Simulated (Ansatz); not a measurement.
in.yaml

```yaml
crystal:
  periodic: [false, false, false]
  atoms:
    - {symbol: Al, position_ang: [0.000021, -0.136638, 2.881445]}
    - {symbol: Ga, position_ang: [0.000052, -0.021326, 0.384016]}
    - {symbol: N, position_ang: [0.000018, -0.338664, -1.338437]}
    - {symbol: H, position_ang: [-0.000090, 0.496627, -1.927023]}
basis:
  gaussian: {orbitals: cc-pVDZ}
magnetization: {spin_polarized: true, initial_magnetization: 4}
correlation: {method: ccsdt_q, electrons: outside_noble_gas}
```

```sh
$ ansatz run in.yaml --threads 1 --pin off --events-out ev --progress --plain --max-ram 2393MiB
```

(1) Roughly how long does this take on 1 thread of Arm Neoverse N1, shared host, and how much host memory?

```
1237 factors; integrals over basis functions are off by at most 1.9e-7 eV
mean field evaluation 1: about -60409.1509 eV, gradient 1.2e1 eV
mean field evaluation 2: about -60409.1604 eV, gradient 1.2e1 eV
mean field evaluation 4: about -60410.4726 eV, gradient 2.6e0 eV
mean field evaluation 8: about -60410.7723 eV, gradient 3.5e-1 eV
mean field evaluation 16: about -60409.1506 eV, gradient 1.2e1 eV
mean field evaluation 32: about -60410.6105 eV, gradient 1.4e0 eV
mean field evaluation 64: about -60409.1135 eV, gradient 3.7e-4 eV
mean field evaluation 96: about -60408.5578 eV, gradient 5.7e-3 eV
mean field evaluation 128: about -60407.7671 eV, gradient 1.2e0 eV
mean field evaluation 160: about -60409.9729 eV, gradient 2.3e-2 eV
...
cycle  16  -6.85390511 eV  change   -5.7e-5 eV  update   5.9e-5
cycle  17  -6.85389392 eV  change    1.1e-5 eV  update   3.5e-5
cycle  18  -6.85386772 eV  change    2.6e-5 eV  update   2.0e-5
cycle  19  -6.85385171 eV  change    1.6e-5 eV  update   1.2e-5
cycle  20  -6.85384845 eV  change    3.3e-6 eV  update   6.3e-6
cycle  21  -6.85385136 eV  change   -2.9e-6 eV  update   3.7e-6
cycle  22  -6.85385438 eV  change   -3.0e-6 eV  update   2.4e-6
cycle  23  -6.85385633 eV  change   -2.0e-6 eV  update   1.6e-6
cycle  24  -6.85385720 eV  change   -8.7e-7 eV  update   1.2e-6
cycle  25  -6.85385753 eV  change   -3.3e-7 eV  update   9.0e-7
perturbative correction -0.02473959 eV, -0.0009091632 hartree
Total energy: -60417.66816768 eV, -2220.3083525959 hartree
```

Results:

(1) 3.5 min wall and 0.68 GiB.
